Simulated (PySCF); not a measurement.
Gas-phase reaction: 5 H₂SiNH → 3 H₃SiNH₂ + 2 Si + N₂

Energies from PySCF, thermal terms from the rigid-rotor harmonic-oscillator model, ideal gas at 1 bar. † marks an energy on the PBE0/def2-TZVP geometry and frequencies; other levels use their own. CCSD(T) freezes the core. 6-31G* has spherical d functions here. Open shells (unrestricted): Si (multiplicity 3, electronic degeneracy 9); the rest are closed-shell singlets. Spin-orbit splitting is ignored; it lowers the true energy and changes the entropy of Si. B3LYP is the form with VWN-RPA correlation. H₂SiNH, H₃SiNH₂: computed as isolated molecules; such fragments, hydroxides, amides, oligomers or adducts are transient or little studied in the gas. CCSD(T) isn't extrapolated to the basis-set limit; its ΔH°(298 K) is -191.4 kJ in def2-SVP and -102.9 kJ in def2-TZVPP. The harmonic model lacks anharmonicity and excited electronic states, which grow with temperature; levels with a mode under 35 cm⁻¹ are left out. Internal rotation in H₃SiNH₂ is treated as a harmonic vibration of one conformer, which makes the entropy rough. Warning, large T1 diagnostic: H₂SiNH (CCSD(T)/def2-SVP†).

```csv
level,"ΔE electronic, kJ","ΔH°(298 K), kJ","ΔS°(298 K), J/K","ΔG°(600 K), kJ"
B3LYP/6-31G*,-142,-112,89,-166
CCSD(T)/def2-SVP†,-221,-191,93,-248
HF/def2-TZVP†,-463,-434,93,-490
M06-2X/def2-TZVP†,-122,-93,93,-149
r2SCAN/def2-TZVP†,-62,-32,93,-89
```
ΔH° is lowest at HF/def2-TZVP† and highest at r2SCAN/def2-TZVP†. No reference value is set beside these.
